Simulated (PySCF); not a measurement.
**Stretching SiF⁺**

Set-up: Si 6-31G(d,p), F 6-31G(d,p); no relativity (PySCF 2.14). Energies in eV from Si⁺ + F in their ground configurations at the same level. State: ¹Σ⁺ (singlet), closed shell.

All columns are PBE0. A positive dipole points towards F; it is taken about the centre of mass and depends on that origin.

```csv
R (Å),E (eV),μ (D),Mulliken charge on Si (basis-dependent),HOMO (eV),LUMO (eV),Mayer bond order,⟨S²⟩
1.342,-5.022,-2.24,1.27,-17.51,-9.30,1.27,0.00
1.404,-5.902,-2.55,1.25,-17.61,-9.48,1.28,0.00
1.466,-6.385,-2.88,1.24,-17.71,-9.66,1.27,0.00
1.513,-6.554,-3.14,1.25,-17.77,-9.80,1.26,0.00
1.560,-6.599,-3.40,1.26,-17.82,-9.92,1.25,0.00
1.607,-6.547,-3.66,1.27,-17.86,-10.05,1.23,0.00
1.669,-6.364,-4.01,1.28,-17.89,-10.21,1.21,0.00
1.747,-6.011,-4.44,1.29,-17.87,-10.39,1.19,0.00
1.841,-5.476,-4.95,1.31,-17.75,-10.60,1.17,0.00
1.966,-4.675,-5.59,1.31,-17.21,-10.85,1.15,0.00
```

A fit through these points gives, at Re = 1.556 Å, μ = -3.37 D and dμ/dR = -5.55 D/Å; the reduced mass is 11.31 u.

Problem. How strong is the fundamental in the double-harmonic approximation, I = 42.26·(dμ/dR)²/μred km/mol?

Solution. I = 42.26·(-5.55)²/11.31 = 115 km/mol at PBE0.

For an ion De counts to the pair picked by the measured ionisation energies or electron affinities, which need not be the lowest pair at this level.
